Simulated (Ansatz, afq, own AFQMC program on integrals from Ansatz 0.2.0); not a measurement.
# GaBPH, singlet: AFQMC among the cluster methods

```xyz
4

B     0.0112   -1.1691    2.2601
P     0.0681    0.5223    1.4019
Ga   -0.0124   -0.0561   -0.9943
H    -1.3572    0.3666    1.4585
```

Connectivity, by distances: B–PH–Ga.

Basis cc-pVDZ. Noble-gas cores (and the filled d shells of Ga–Kr and In–Xe) are frozen. AFQMC by an in-house program on the Cholesky factors that Ansatz 0.2.0 writes for its CCSD(T) run. The CISD trial takes its coefficients from CCSD amplitudes. Released means that phaseless walkers are propagated on without the constraint, phases kept. Uncertainties: one standard error, sampling alone. No spin–orbit coupling.

Determinant: RHF, the one that the program's search chose, which needn't be the lowest solution. The geometry is a PBE0/def2-TZVP stationary point of this or a neighbouring charge and spin state.

No full CI on the walks' own integrals is used here; CCSDT(Q) serves as the reference and is uncertain by about the last step of the cluster series.

Cautions: no relativity below Rb; no spin-orbit coupling; inner d shell frozen; higher spins were not checked; restricted determinant unstable towards unrestricted (UHF 109 meV lower, ⟨S²⟩ 0.41); raised T1 diagnostic (T1 0.026, weight of the determinant 0.80, largest double 0.07).

The T1 diagnostic is 0.0259 and the weight of the determinant in the CISD state is 0.802. The size of the correlated space is 12 electrons in 44 orbitals.

Reference: CCSDT(Q), correlation energy -7.731 eV. The released energy is read at 2.40 1/Eh (meV from the phaseless value at times in 1/Eh: 5 ± 23 at 0.24, -2 ± 17 at 0.51, -12 ± 22 at 0.99, -18 ± 21 at 1.62, -40 ± 29 at 2.40).

| level | E − E(reference) (kcal/mol) | share of correlation (%) |
| --- | --- | --- |
| HF | 178.29 | 0.00 |
| MP2 | 37.57 | 78.93 |
| CCSD | 9.07 | 94.91 |
| CCSD(T) | 1.65 | 99.08 |
| CCSDT | 0.67 | 99.63 |
| ph-AFQMC/HF | -6.02 ± 1.73 | 103.38 |
| ph-AFQMC/CISD | 0.55 ± 0.50 | 99.69 |
| released AFQMC | -0.39 ± 0.67 | 100.22 |

Released energies are given only where the last usable release times agree within the noise; a slower fall can still hide under it.
